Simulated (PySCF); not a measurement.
**`[H]/N=C/[C@@H](C)CN`, C4H10N2**

Geometry:
```
atom   x (Å)   y (Å)   z (Å)
  C1  -0.816  -1.468   0.195
  C2   0.094  -0.463  -0.505
  C3   1.370  -0.285   0.257
  N4   2.460  -0.163  -0.352
  C5  -0.616   0.899  -0.653
  N6  -0.996   1.433   0.646
  H7  -1.144  -1.061   1.148
  H8  -0.292  -2.406   0.364
  H9  -1.693  -1.666  -0.416
 H10   0.351  -0.808  -1.511
 H11   1.255  -0.263   1.350
 H12   3.283  -0.034   0.235
 H13  -1.533   0.746  -1.228
 H14   0.042   1.571  -1.227
 H15  -1.599   2.239   0.530
 H16  -0.173   1.736   1.156
```

Level of theory: GIAO KT3/pcSseg-1 magnetisability, rotational g tensor and spin-rotation constants, non-relativistic, gas phase (PySCF 2.14.0). Geometry: GFN2-xTB.

(1) Give the nuclear spin-rotation constants along the inertial axes (H = +C I·J) beside the isotropic shieldings.

(2) How do the rotational constants and the g tensor change when H7, H8, H9, H10, H11, H12, H13, H14, H15, H16 are replaced by deuterium?

## Answers

(1) Rotational constants 4.7083, 2.7008, 2.0859 GHz. A star marks the isotopologue with that one atom substituted, in its own axes.
| atom | isotope | Caa (kHz) | Cbb (kHz) | Ccc (kHz) | mean (kHz) | σ (ppm) |
| --- | --- | --- | --- | --- | --- | --- |
| N4 | 14N | 1.157 | 0.266 | 0.376 | 0.600 | -70.0 |
| N6 | 14N | 0.190 | 0.129 | 0.084 | 0.134 | 230.2 |
| H7 | 1H | -0.302 | -0.250 | -0.014 | -0.189 | 29.2 |
| H8 | 1H | -0.211 | -0.111 | -0.228 | -0.183 | 30.8 |
| H9 | 1H | -0.256 | -0.208 | -0.135 | -0.200 | 30.8 |
| H10 | 1H | -0.403 | -0.288 | 0.042 | -0.216 | 29.5 |
| H11 | 1H | -0.370 | -0.241 | 0.213 | -0.133 | 23.3 |
| H12 | 1H | 0.220 | -0.191 | -0.034 | -0.002 | 21.1 |
| H13 | 1H | -0.105 | -0.203 | -0.135 | -0.148 | 28.9 |
| H14 | 1H | -0.320 | -0.013 | -0.140 | -0.158 | 27.9 |
| H15 | 1H | -0.103 | -0.215 | -0.255 | -0.191 | 31.1 |
| H16 | 1H | -0.349 | -0.215 | -0.161 | -0.241 | 31.5 |
| C1 | 13C* | 0.646 | 0.385 | 0.306 | 0.446 | 168.7 |
| C2 | 13C* | 0.911 | 0.549 | 0.380 | 0.613 | 136.2 |
| C3 | 13C* | 1.788 | 0.663 | 1.042 | 1.165 | 15.8 |
| C5 | 13C* | 1.000 | 0.529 | 0.418 | 0.649 | 128.6 |

For the geometry as given, no vibrational averaging.

(2) Constants 3.6244, 2.2877, 1.7648 GHz; g -0.0231, -0.0101, -0.0077, against -0.0296, -0.0118, -0.0093 before.
